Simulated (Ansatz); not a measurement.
Reaction: CH2O (formaldehyde, SMILES C=O) + H+ → CH3O+ (SMILES C=[OH+])
Each species at its own B3LYP-D3(BJ)/def2-TZVP minimum (Ansatz, a first-principles code).

Property: proton affinity (electronic), positive where energy is released, in kcal/mol. Open shells are spin-unrestricted; no spin-orbit coupling. CBS(X,Y): correlation extrapolated as X^-3, Hartree-Fock from the larger set (Q,5: extrapolated as (X+1)exp(-9√X)). A bracket is a step between two methods taken in the basis named. The functionals are non-relativistic, so their misses hold any scalar relativity. Double hybrids freeze cores in their MP2 part. 'core' is core correlation in cc-pwCVTZ, 'X2C' scalar relativity in cc-pVTZ-DK, both at CCSD(T).

CCSD(T)/CBS(cc-pVQZ,cc-pV5Z) + [CCSDT(Q) - CCSD(T)]/cc-pVTZ + [CCSDTQ - CCSDT(Q)]/cc-pVDZ + core + X2C (Ansatz) gives 177.1 kcal/mol.

Q: What does PBE/def2-TZVPD (Ansatz) give here, and how do the other levels compare?

A: PBE gives 175.1 kcal/mol, 2.0 kcal/mol below it. Differences of the others: r2SCAN/def2-TZVPD (Ansatz) -0.2; B2PLYP/def2-TZVPD (Ansatz) -1.4; CCSD(T)/CBS(cc-pVQZ,cc-pV5Z) + core + X2C (Ansatz) 0.1 kcal/mol. Nearer than PBE: r2SCAN/def2-TZVPD, B2PLYP/def2-TZVPD, CCSD(T)/CBS(cc-pVQZ,cc-pV5Z) + core + X2C.
